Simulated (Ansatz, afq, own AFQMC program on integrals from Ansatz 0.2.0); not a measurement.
## BH₂O, doublet: AFQMC among the cluster methods

```xyz
4

B     0.0000   -0.2384    0.7416
O     0.0000    0.1607   -0.5303
H     0.0000    0.5590    1.6392
H     0.0000   -0.5526   -1.1750
```

Connectivity, by distances: BH–OH.

Basis cc-pVDZ. Noble-gas cores (and the filled d shells of Ga–Kr and In–Xe) are frozen. Ansatz 0.2.0 and our own AFQMC program on the same integrals; the CISD trial comes from CCSD amplitudes, and released means the phaseless constraint is let go. Free projection: walkers drawn from exp(T), propagated without any constraint. Its projection time is finite, and what remains of the start isn't in its error. Error bars are statistical, one sigma.

Determinant: UHF, the one that the program's search chose, which needn't be the lowest solution. The geometry is a point of a scan.

No full CI on the walks' own integrals is used here; CCSDT(Q) serves as the reference and is uncertain by about the last step of the cluster series.

Cautions: the ph-AFQMC/CISD walk drifts between its halves (2.9 errors).

The T1 diagnostic is 0.0176. The weight of the determinant in the CISD state is 0.910 and the ⟨S²⟩ of the determinant is 0.753. The size of the correlated space is 11 electrons in 36 orbitals.

```csv
level,correlation energy (eV)
MP2,-6.9187
CCSD,-7.3881
CCSD(T),-7.5618
```

Task: Estimate where free-projection AFQMC lies against CCSD(T) on the same integrals.

Result: 26.5 ± 17.2 meV below CCSD(T). The gap is under twice the noise, so this walk alone can't tell the two apart.

Reference: CCSDT(Q), correlation energy -7.594 eV. The released energy is read at 2.40 1/Eh (meV from the phaseless value at times in 1/Eh: -6 ± 12 at 0.24, -23 ± 10 at 0.51, -7 ± 12 at 0.99, -25 ± 16 at 1.62, 12 ± 18 at 2.40).

```csv
level,E − E(reference) (meV),share of correlation (%)
CCSD(T),32.1,99.58
CCSDT,17.2,99.77
ph-AFQMC/HF,-113.5 ± 71.4,101.50
ph-AFQMC/CISD,16.4 ± 10.3,99.78
released AFQMC,28.2 ± 17.7,99.63
free AFQMC,5.6 ± 17.2,99.93
```

Free projections are given only where their last times agree within the noise and don't stop above the reference; a slow remainder of the start can still hide under it. A walk keeps the symmetry of its determinant, which the program's search chose and which needn't be the lowest solution, so a lower state of the same spin and another symmetry isn't excluded. Released energies are given only where the last usable release times agree within the noise; a slower fall can still hide under it.
